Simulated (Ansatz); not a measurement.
# FH3N: the cost of one run

Method: the levels named in each step, in Ansatz 0.2.0.

## (1) The system as given

Bond lengths: F1–H3 0.933 Å, N2–H4 1.013 Å, N2–H5 1.012 Å. Angles: H4–N2–H5 110.6°.

Coordinates:

```xyz
5

F    -0.0098   -0.1482   -1.4080
N     0.0197    0.1759    1.8172
H     0.4561   -0.8433   -1.8201
H    -0.1465    0.2235    0.8196
H    -0.3994    0.9688    2.2864
```

## (2) A rough first relaxation, PBE-D4/def2-SVPD

input.yaml

```yaml
crystal:
  periodic: [false, false, false]
  atoms:
    - { symbol: F, position_ang: [-0.00978, -0.1482, -1.40797] }
    - { symbol: "N", position_ang: [0.01973, 0.1759, 1.81721] }
    - { symbol: H, position_ang: [0.45607, -0.84325, -1.82015] }
    - { symbol: H, position_ang: [-0.14654, 0.22351, 0.81957] }
    - { symbol: H, position_ang: [-0.39939, 0.9688, 2.28645] }
magnetization:
  spin_polarized: true
  initial_magnetization: 2
total_charge: -1
basis:
  gaussian: { orbitals: def2-SVPD }
hamiltonian:
  xc: pbe
  dispersion: d4
relax:
  f_tol: 0.03
  max_steps: 200
```

Started as:

```console
$ ansatz run input.yaml --threads 4 --pin off --max-ram 10240MiB --backend cpu --events-out ev --progress --plain --runs-dir out
```

Q: Estimate wall time and peak memory on 4 threads of Intel Xeon Platinum 8259CL at 2.50GHz (Skylake/Cascade Lake), shared host.

About 17 s, with a peak of 0.14 GiB.
